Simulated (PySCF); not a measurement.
**Core-level binding energies of `C=NCC`**

Compound: C3H7N.
Cartesian coordinates in Å at the GFN2-xTB level; atoms count from 1:
```
atom  x, y, z in Å
C1     1.9097   -0.0862   -0.2740
N2     0.9253    0.4545    0.2726
C3    -0.2782   -0.2867    0.5050
C4    -1.4477    0.4124   -0.1836
H5     2.7994    0.5039   -0.4393
H6     1.9412   -1.1345   -0.5996
H7    -0.2021   -1.3336    0.1639
H8    -0.4470   -0.2813    1.5867
H9    -1.3133    0.3971   -1.2627
H10   -2.3802   -0.0894    0.0611
H11   -1.5016    1.4467    0.1441
```

Computed with delta-SCF UKS SCAN, pcX-2 on the ionised atom, pcseg-1 elsewhere, spin-free X2C (PySCF 2.14.0). Binding energies are ΔSCF values: E(core-ionised, relaxed orbitals) − E(ground state) at a fixed geometry, referred to the vacuum level.

What binding energy does each computed site have?

```csv
atom(s),bonded to,level,binding energy (eV),above the level's lowest (eV),count
C1,N (double bond) and 2 H,C 1s,291.57,+1.01,1
N2,C (double bond) and C,N 1s,404.88,0.00,1
C3,"N, C and 2 H",C 1s,291.42,+0.86,1
C4,C and 3 H,C 1s,290.56,0.00,1
```

Lowest listed C 1s: C4, bonded to C and 3 H. Highest, 1.01 eV above it: C1, bonded to N (double bond) and 2 H. The widest gap between neighbouring values is 0.86 eV, between 290.56 and 291.42 eV.

What is the longest wavelength that can ionise C 1s of C4 vertically?

λ = hc/E = 12398.42 eV Å / 290.56 eV = 42.671 Å.

One conformer (not necessarily the lowest) at the GFN2-xTB geometry, without solvent, vibrations or thermal averaging.
